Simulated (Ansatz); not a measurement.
**HN–NH, triplet in cc-pVTZ: errors against UCCSDT(Q)**

Geometry: a PBE0/def2-TZVP stationary point for this spin, not checked as a minimum.

| atom | x (Å) | y (Å) | z (Å) |
| --- | --- | --- | --- |
| N | 0.0000 | -0.1683 | 0.6052 |
| N | 0.0000 | 0.1683 | -0.6052 |
| H | 0.0000 | 0.5334 | 1.3366 |
| H | 0.0000 | -0.5334 | -1.3366 |

Basis cc-pVTZ; Ansatz 0.2.0. Correlated methods freeze the noble-gas cores, which leaves 12 electrons in 86 orbitals. Prefix R: restricted or restricted open-shell reference; prefix U: unrestricted. Active spaces: valence = (12e, 10o) chosen from the atoms' valence shells.

Full CI isn't at hand for all of this; UCCSDT(Q) serves as the reference, and is uncertain by the last step of the cluster series or more. The frozen core follows each run's orbitals, which can shift R against U totals by a few meV.

The UHF ⟨S²⟩ is 2.037 and the T1 diagnostic (RCCSD) is 0.0169. The largest doubles amplitude (RCCSD) is 0.082 and the T1 diagnostic (UCCSD) is 0.0154.

```tsv
level	E − E(UCCSDT(Q)) (kJ/mol)	share of correlation (%)	wall time
RHF	1130.2	0.00	–
UHF	1086.0	3.91	–
RMP2	56.8	94.98	–
UMP2	85.1	92.47	–
RCCSD	50.2	95.56	–
UCCSD	47.6	95.79	–
RCCSD(T)	3.6	99.69	2.6 s (H100)
UCCSD(T)	3.7	99.67	2.1 s (H100)
BCCD(T)	3.6	99.68	2.8 s (H100)
RCCSDT	3.5	99.69	–
UCCSDT	3.1	99.73	–
RCCSDT(Q)	0.1	99.99	22 s (H100)
CASSCF (valence space)	844.5	25.28	–
NEVPT2 (valence space)	129.5	88.54	4.7 s (H100)
MRCISD (valence space)	72.9	93.55	–
MRCISD+Q (valence space)	13.5	98.81	4.9 s (H100)
```

The correlation energy at UCCSDT(Q), counted from RHF, is -11.713 eV. That run took 18 s on 2 threads of AMD EPYC 7R13 with a shared H100 80 GB, shared host.

Times hold each run's SCF and search for its determinant on a shared host, so for small cases they say little of a method's own cost.

Natural occupations of CASSCF (valence space) about the gap: 1.971 1.971 1.965 1.028 1.024 0.026 0.021 0.021; effectively unpaired electrons, Σ n²(2−n)², 2.02.
